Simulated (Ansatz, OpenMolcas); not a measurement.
## Strength of the N–H bond: N2H4 → N2H3 + H

Species: N2H4 (hydrazine) `NN`, singlet; N2H3 (hydrazinyl radical) `[NH]N`, doublet; H atom, doublet. 

Shapes, held fixed at every level: PBE0-D4/def2-TZVP. Flexible molecules stand in one conformer, not always the lowest. Programs: Ansatz 0.2.0, OpenMolcas 26.06. The zero-point and thermal change to 298 K, harmonic and unscaled (5/2 RT less the spin-orbit lowering for atoms, PBE0-D4/def2-TZVP), is -30.6 kJ/mol.

**What was measured.** Tabulated heats of formation (Active Thermochemical Tables, tabulated atomic heats): N2H4 +95.5 (ATcT); N2H3 +224.9 (ATcT); H +218.0 (atomic table) kJ/mol, which give ΔH(298 K) = +347.3 kJ/mol.

```json
{"level": "HF/def2-SVP", "kind": "Hartree–Fock", "ΔH (kJ/mol)": "+240.2", "computed − measured": "-107.1"}
{"level": "PBE-D4/def2-TZVPP", "kind": "GGA", "ΔH (kJ/mol)": "+318.9", "computed − measured": "-28.4"}
{"level": "r2SCAN-D4/def2-TZVPP", "kind": "meta-GGA", "ΔH (kJ/mol)": "+318.0", "computed − measured": "-29.3"}
{"level": "B3LYP/6-31G* (Cartesian functions)", "kind": "global hybrid", "ΔH (kJ/mol)": "+318.3", "computed − measured": "-29.0"}
{"level": "wB97X-V/def2-TZVPP", "kind": "range-separated hybrid", "ΔH (kJ/mol)": "+333.0", "computed − measured": "-14.4"}
{"level": "B2PLYP/def2-TZVPP", "kind": "double hybrid", "ΔH (kJ/mol)": "+331.3", "computed − measured": "-16.0"}
{"level": "MP2/def2-SVP", "kind": "perturbation theory", "ΔH (kJ/mol)": "+325.5", "computed − measured": "-21.8"}
{"level": "CCSD(T)/CBS estimate", "kind": "coupled cluster or CI", "ΔH (kJ/mol)": "+348.6", "computed − measured": "+1.2"}
```

Nearest: CCSD(T)/CBS estimate (+1.2); farthest: HF/def2-SVP (-107.1). 1 of 8 levels lie within 10 kJ/mol. Electron pairs are made or broken, so correlation matters. Open shells run unrestricted unless RO is named. The CBS estimate extrapolates MP2 from def2-TZVPP and def2-QZVPP and adds CCSD(T) − MP2 in the triple-zeta set, cores frozen.
